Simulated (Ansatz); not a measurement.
Crystal structures of phosphorus under LDA

All numbers below come from DFT, LDA (PW92), plane waves (420 eV) with PAW, scalar-relativistic (Ansatz). (PAW data from PBE, frozen cores regenerated.)

Each structure is relaxed within its own symmetry, so a high-lying one may be dynamically unstable. No dispersion correction is added.

| structure | ΔE (meV/atom) | V (Å³/atom) | cell | magnetic state |
| --- | --- | --- | --- | --- |
| simple cubic | -36 | 13.95 | a = 2.407 Å | spin not included |
| black phosphorus | 0 | 17.06 | a = 3.352 Å, b = 10.078 Å, c = 4.039 Å | spin not included |
| diamond | 527 | 19.04 | a = 5.341 Å | spin not included |
| bcc | 540 | 13.59 | a = 3.007 Å | spin not included |
| omega (AlB2-type) | 546 | 13.71 | a = 4.379 Å, c = 2.477 Å (c/a = 0.566) | spin not included |
| dhcp | 677 | 14.01 | a = 2.598 Å, c = 9.585 Å (c/a = 3.689) | spin not included |
| fcc | 710 | 13.86 | a = 3.813 Å | spin not included |
| A15 | 740 | 14.01 | a = 4.822 Å | spin not included |

ΔE counts from black phosphorus.

LDA puts simple cubic 36 meV/atom below black phosphorus, the structure of the real element at low temperature or room conditions.

Differences under about 8 meV lie within the error of the k-point mesh.
